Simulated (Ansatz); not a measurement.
Reaction (SMILES): [C-]#[S+] (C-S) → C atom + S atom
B3LYP-D3(BJ)/def2-TZVP geometries, fixed; electronic energies without zero-point terms.
Largest species:
```
C
S 1 1.5320
```
Charge 0, spin multiplicity 1.

Basis-set convergence of the atomisation energy at CCSD(T) with Ansatz (a program for electronic structure). Cartesian d functions, on some or all atoms, in 6-31G**, 6-31+G*, 6-311G**, 6-311+G**; all else is spherical. Cores are frozen. Open shells are unrestricted. No added dispersion term, no relativity. Functions are those of the species that has most. Reference: Hartree-Fock in aug-cc-pV(Q+d)Z plus the correlation part extrapolated as X^-3 from aug-cc-pV(T+d)Z and aug-cc-pV(Q+d)Z, 170.67 kcal/mol, itself unsure by roughly 0.95 kcal/mol (a third of the extrapolation step and of the last Hartree-Fock step). Deviations are taken from unrounded values.

```json
[
 {"basis": "STO-3G", "functions": "14", "atomisation energy (kcal/mol)": "159.56", "minus reference (kcal/mol)": "-11.11"},
 {"basis": "3-21G", "functions": "22", "atomisation energy (kcal/mol)": "119.47", "minus reference (kcal/mol)": "-51.20"},
 {"basis": "6-31G", "functions": "22", "atomisation energy (kcal/mol)": "119.61", "minus reference (kcal/mol)": "-51.06"},
 {"basis": "6-31G**", "functions": "34", "atomisation energy (kcal/mol)": "156.05", "minus reference (kcal/mol)": "-14.63"},
 {"basis": "6-31+G*", "functions": "42", "atomisation energy (kcal/mol)": "156.78", "minus reference (kcal/mol)": "-13.90"},
 {"basis": "6-311G**", "functions": "45", "atomisation energy (kcal/mol)": "157.33", "minus reference (kcal/mol)": "-13.34"},
 {"basis": "6-311+G**", "functions": "53", "atomisation energy (kcal/mol)": "158.71", "minus reference (kcal/mol)": "-11.96"},
 {"basis": "6-311++G(2d,2p)", "functions": "62", "atomisation energy (kcal/mol)": "157.78", "minus reference (kcal/mol)": "-12.89"},
 {"basis": "6-311++G(3df,3pd)", "functions": "86", "atomisation energy (kcal/mol)": "165.23", "minus reference (kcal/mol)": "-5.44"}
]
```

Of the sets listed that have larger relatives (same family, alike in diffuse functions), none stays within 4 kcal/mol of the reference together with them.
